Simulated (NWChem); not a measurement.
Molecule: hydrogen peroxide (H₂O₂); SMILES OO

Results from NWChem. Pople sets run with spherical d functions. Medium grid unless said otherwise, to which SCAN and Minnesota functionals are sensitive. All runs use the structure optimised with B3LYP/6-31G* (spherical d). Total energies of different functionals are on different scales.

```json
[
 {"level": "B3LYP/6-31G*", "energy (Ha)": "-151.5298", "highest occupied level (eV)": "-7.33", "orbital gap (eV)": "___", "dipole (D)": "1.82"},
 {"level": "PBE/6-31G*", "energy (Ha)": "-151.3756", "highest occupied level (eV)": "-5.58", "orbital gap (eV)": "5.15", "dipole (D)": "1.77"},
 {"level": "B97-D/6-31G*", "energy (Ha)": "-151.4484", "highest occupied level (eV)": "-5.72", "orbital gap (eV)": "5.27", "dipole (D)": "1.78"},
 {"level": "B3PW91/6-31G*", "energy (Ha)": "-151.4726", "highest occupied level (eV)": "-7.37", "orbital gap (eV)": "8.09", "dipole (D)": "1.84"},
 {"level": "BHandHLYP/6-31G*", "energy (Ha)": "-151.4476", "highest occupied level (eV)": "-9.69", "orbital gap (eV)": "12.24", "dipole (D)": "1.88"},
 {"level": "N12/6-31G*", "energy (Ha)": "-151.4430", "highest occupied level (eV)": "-5.68", "orbital gap (eV)": "5.38", "dipole (D)": "1.80"},
 {"level": "RPBE/6-31G*", "energy (Ha)": "-151.5249", "highest occupied level (eV)": "-5.55", "orbital gap (eV)": "5.21", "dipole (D)": "1.74"},
 {"level": "r2SCAN/6-31G*", "energy (Ha)": "-151.4527", "highest occupied level (eV)": "-6.13", "orbital gap (eV)": "6.00", "dipole (D)": "1.84"},
 {"level": "TPSSh/6-31G*", "energy (Ha)": "-151.5275", "highest occupied level (eV)": "-6.63", "orbital gap (eV)": "6.98", "dipole (D)": "1.81"}
]
```

Task: What belongs in the gaps?

Result: 
- B3LYP/6-31G*, orbital gap (eV): 8.03
